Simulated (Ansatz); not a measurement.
# H3OP: the cost of one run

Method: RKS BLYP-D4/def2-SVP, in Ansatz 0.2.0.

**1. The structure to begin with**

Bond lengths: O1–P2 1.662 Å, O1–H3 0.914 Å, P2–H4 1.340 Å, P2–H5 1.406 Å. Angles: O1–P2–H4 99.8°, O1–P2–H5 100.5°, H4–P2–H5 95.2°, P2–O1–H3 110.2°.

Coordinates:

```xyz
5

O     0.5471   -0.4305    0.8114
P     0.0948    0.2845   -0.6186
H     0.8646   -1.2728    0.6557
H    -1.1477   -0.2044   -0.7338
H    -0.3089    1.5495   -0.1561
```

**2. Preparing the start**

input.yaml reads:

```yaml
crystal:
  periodic: [false, false, false]
  atoms:
    - { symbol: O, position_ang: [0.5471, -0.4305, 0.8114] }
    - { symbol: P, position_ang: [0.0948, 0.2845, -0.6186] }
    - { symbol: H, position_ang: [0.8646, -1.2728, 0.6557] }
    - { symbol: H, position_ang: [-1.1477, -0.2044, -0.7338] }
    - { symbol: H, position_ang: [-0.3089, 1.5495, -0.1561] }
basis:
  gaussian: { orbitals: def2-SVP }
hamiltonian:
  xc: blyp
  dispersion: d4
relax:
  f_tol: 0.02
  max_steps: 40
```

The run is started by

```sh
$ ansatz run input.yaml --threads 1 --pin off --max-ram 2048MiB --backend cpu --events-out ev --progress --plain --runs-dir out
```

**Question.** How long does this run take on 1 thread of Arm Neoverse V1, shared host, and how much memory does it need?

About 6.2 s, with a peak of 0.1 GiB.
